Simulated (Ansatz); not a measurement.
[SiH3]+ (SMILES [SiH3+]): the vertical ionisation energy, rung by rung

The species is [SiH3]+ (4 atoms), meant as a singlet with charge +1. SMILES: `[SiH3+]`. The coordinates come from a PBE0-D4/def2-TZVP relaxation.

Each level gives the vertical ionisation energy (to the doublet dication) (eV). The values are calculated.

```json
{"level": "HF/6-31G* (spherical functions)", "kind": "Hartree–Fock", "program": "Ansatz", "value (eV)": "20.19", "less CCSDT/6-31G*": "-0.35", "CPU time (all runs)": "0.51 s"}
{"level": "SVWN5/6-31G* (spherical functions)", "kind": "LDA", "program": "Ansatz", "value (eV)": "20.61", "less CCSDT/6-31G*": "+0.07", "CPU time (all runs)": "2.4 s"}
{"level": "PBE/6-31G* (spherical functions)", "kind": "GGA", "program": "Ansatz", "value (eV)": "20.60", "less CCSDT/6-31G*": "+0.06", "CPU time (all runs)": "3.9 s"}
{"level": "BHLYP/6-31G* (spherical functions)", "kind": "global hybrid", "program": "Ansatz", "value (eV)": "20.84", "less CCSDT/6-31G*": "+0.30", "CPU time (all runs)": "4.5 s"}
{"level": "wB97X/6-31G* (spherical functions)", "kind": "range-separated hybrid", "program": "Ansatz", "value (eV)": "20.97", "less CCSDT/6-31G*": "+0.43", "CPU time (all runs)": "46 s"}
{"level": "B2PLYP/6-31G* (spherical functions)", "kind": "double hybrid", "program": "Ansatz", "value (eV)": "20.73", "less CCSDT/6-31G*": "+0.19", "CPU time (all runs)": "8.5 s"}
{"level": "MP2/6-31G* (spherical functions)", "kind": "perturbation theory", "program": "Ansatz", "value (eV)": "20.58", "less CCSDT/6-31G*": "+0.04", "CPU time (all runs)": "0.55 s"}
{"level": "CCSDT/6-31G* (spherical functions)", "kind": "coupled cluster or CI", "program": "Ansatz", "value (eV)": "20.54", "less CCSDT/6-31G*": "0.00", "CPU time (all runs)": "1.8 s"}
{"level": "FCI/3-21G", "kind": "exact in the basis", "program": "Ansatz", "value (eV)": "20.47", "less CCSDT/6-31G*": "-0.07", "CPU time (all runs)": "1.2 s"}
```

Differences are taken from CCSDT/6-31G* (spherical functions) for orientation; it has basis-set and higher-order errors of its own. The values span 20.19 to 20.97 eV. High-level rows in very small sets aren't better than simpler rows in larger ones. Times are those of the runs behind each value, whatever else they computed, on shared processors of several kinds: orders of magnitude only.
